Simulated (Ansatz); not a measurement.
Abridged output of a molecular run in Ansatz:

```
Functional definition: HF
830 factors; integrals over basis functions are off by at most 9.7e-4 eV
mean field evaluation 1: about -22695.9660 eV, gradient 1.5e1 eV
mean field evaluation 2: about -22696.2360 eV, gradient 1.6e1 eV
mean field evaluation 4: about -22697.0426 eV, gradient 2.2e0 eV
mean field evaluation 8: about -22697.0616 eV, gradient 2.6e-1 eV
mean field -22697.06209028 eV, -834.1016471964 hartree, gradient 2.6e-6 eV, S^2 0.000000; 0 other end points of the search recorded, 0 dependent functions left out
11 core orbitals not correlated: weight in the atoms' cores, before any rotation towards them, 1.000 or more for the frozen orbitals, at most 0.000 for the correlated occupied ones
reference -22697.06209028 eV, -834.1016471964 hartree; 9, 9 occupied and 123, 123 virtual orbitals, 830 factors
second order -13.98230895 eV of doubles, -0.00000000 eV of singles
cycle   1  -14.34964471 eV  change   -3.7e-1 eV  update   8.8e-2
cycle   2  -14.76259249 eV  change   -4.1e-1 eV  update   2.6e-2
cycle   3  -14.83091469 eV  change   -6.8e-2 eV  update   1.1e-2
cycle   4  -14.82718720 eV  change    3.7e-3 eV  update   2.4e-3
cycle   5  -14.82769978 eV  change   -5.1e-4 eV  update   8.5e-4
cycle   6  -14.82758011 eV  change    1.2e-4 eV  update   2.8e-4
cycle   7  -14.82746759 eV  change    1.1e-4 eV  update   9.8e-5
cycle   8  -14.82749229 eV  change   -2.5e-5 eV  update   3.7e-5
cycle   9  -14.82748111 eV  change    1.1e-5 eV  update   1.1e-5
perturbative correction -0.78235935 eV, -0.0287511759 hartree
Total energy: -22712.67193074 eV, -834.6752982526 hartree
```

Its atoms:

Z-matrix (Å, degrees):
```
C
S 1 1.784
S 1 1.784 2 70.8
H 1 1.085 2 115.6 3 109.9
H 1 1.085 2 115.6 3 -109.9
```

Which basis set was used?
A. def2-TZVPP
B. cc-pV(Q+d)Z
C. def2-SVP
D. cc-pV(D+d)Z

A. It gives 143 functions.

Write the keys of the input that set method, charge and spin (a neutral closed shell needs none for the last two).


```yaml
correlation: {method: ccsd_t}
```
